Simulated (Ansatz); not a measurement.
# BFH6Si: the cost of one run

All numbers below are computed with Ansatz 0.2.0 (RKS PBE0/cc-pVDZ).

**1. Starting point**

Bond lengths: B1–Si2 2.277 Å, B1–H3 1.172 Å, B1–H4 1.171 Å, B1–H5 1.273 Å, B1–F6 1.681 Å, Si2–H7 1.462 Å, Si2–H8 1.467 Å, Si2–H9 1.467 Å. Angles (14 of 16 angles, heavy atoms first): Si2–B1–F6 101.2°, B1–Si2–H7 99.9°, B1–Si2–H8 117.0°, B1–Si2–H9 117.3°, Si2–B1–H3 111.9°, Si2–B1–H4 110.7°, Si2–B1–H5 55.4°, H3–B1–F6 105.3°, H4–B1–F6 105.5°, H5–B1–F6 45.9°, H7–Si2–H8 107.4°, H7–Si2–H9 107.4°, H8–Si2–H9 106.9°, H3–B1–H4 120.1°.

Coordinates:

```xyz
9

B    -1.0932    0.2191   -0.2894
Si    0.9341   -0.3728    0.5621
H    -1.6264    1.0252    0.3735
H    -1.6817   -0.7267   -0.6515
H     0.0276    0.5189   -0.8144
F    -0.6353    1.0280   -1.6902
H     0.5033   -1.1523    1.7214
H     1.7744   -1.2459   -0.2653
H     1.7972    0.7065    1.0539
```

**2. Pulling towards end A**

Springs on the bonds that form and break draw the guess towards this end; the thresholds are loose.

File input.yaml:

```yaml
crystal:
  periodic: [false, false, false]
  atoms:
    - { symbol: B, position_ang: [-1.0932, 0.2191, -0.2894] }
    - { symbol: Si, position_ang: [0.9341, -0.3728, 0.5621] }
    - { symbol: H, position_ang: [-1.6264, 1.0252, 0.3735] }
    - { symbol: H, position_ang: [-1.6817, -0.7267, -0.6515] }
    - { symbol: H, position_ang: [0.0276, 0.5189, -0.8144] }
    - { symbol: F, position_ang: [-0.6353, 1.028, -1.6902] }
    - { symbol: H, position_ang: [0.5033, -1.1523, 1.7214] }
    - { symbol: H, position_ang: [1.7744, -1.2459, -0.2653] }
    - { symbol: H, position_ang: [1.7972, 0.7065, 1.0539] }
basis:
  gaussian: { orbitals: cc-pVDZ }
hamiltonian:
  xc: pbe0
relax:
  f_tol: 0.15
  max_steps: 25
  restrain:
    - { distance: [0, 5], at: 2.71, k: 30.0 }
    - { distance: [4, 1], at: 2.72, k: 30.0 }
    - { distance: [0, 1], at: 1.95, k: 30.0 }
    - { distance: [4, 5], at: 0.88, k: 30.0 }
```

On the command line:

```console
> ansatz run input.yaml --threads 2 --pin off --max-ram 3072MiB --backend cpu --events-out ev --progress --plain --runs-dir out
```

What time and memory should one allow on 2 threads of AMD EPYC 9R45 (Zen 5), shared host?

About 10 s, with a peak of 0.16 GiB.
